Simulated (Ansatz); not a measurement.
```yaml
crystal:
  periodic: [false, false, false]
  atoms:
    - {symbol: F, position_ang: [0.000000, 0.000000, -1.664941]}
    - {symbol: Al, position_ang: [0.000000, 0.000000, -0.016126]}
    - {symbol: N, position_ang: [0.000000, 0.000000, 1.681068]}
basis:
  gaussian: {orbitals: def2-TZVP}
magnetization: {spin_polarized: true, initial_magnetization: 1}
hamiltonian: {xc: pbe0}
relax: {f_tol: 0.004, max_steps: 80}
```

```sh
$ ansatz run in.yaml --threads 1 --pin off --events-out ev --progress --plain --max-ram 2176MiB
```

Steps of the relaxation (energy above the last step; positions in Å, forces in eV/Å):

```
3
step 1, 25.2 meV
F     0.000    0.000   -1.665    0.000    0.000    0.335
Al    0.000    0.000   -0.016    0.000    0.000   -1.535
N     0.000    0.000    1.681    0.000    0.000    1.199
```

```
3
step 2, 6.9 meV
F     0.000    0.000   -1.668    0.000    0.000    0.208
Al    0.000    0.000   -0.024    0.000    0.000   -0.802
N     0.000    0.000    1.692    0.000    0.000    0.594
```

```
3
step 3, 0.0 meV
F     0.000    0.000   -1.671    0.000    0.000    0.020
Al    0.000    0.000   -0.033    0.000    0.000   -0.053
N     0.000    0.000    1.703    0.000    0.000    0.033
```

```
3
step 4, 0.0 meV
F     0.000    0.000   -1.671    0.000    0.000    0.000
Al    0.000    0.000   -0.033    0.000    0.000    0.000
N     0.000    0.000    1.704    0.000    0.000    0.000
```

Close pairs at the end: F1–Al2 1.637 Å, Al2–N3 1.737 Å.

A stationary point of unrestricted PBE0 after 4 steps, with ⟨S²⟩ = 0.764 against 0.75 for a pure state; no frequencies were run, so it isn't proven a minimum. 16 s on 1 thread of Arm Neoverse V1, shared host.
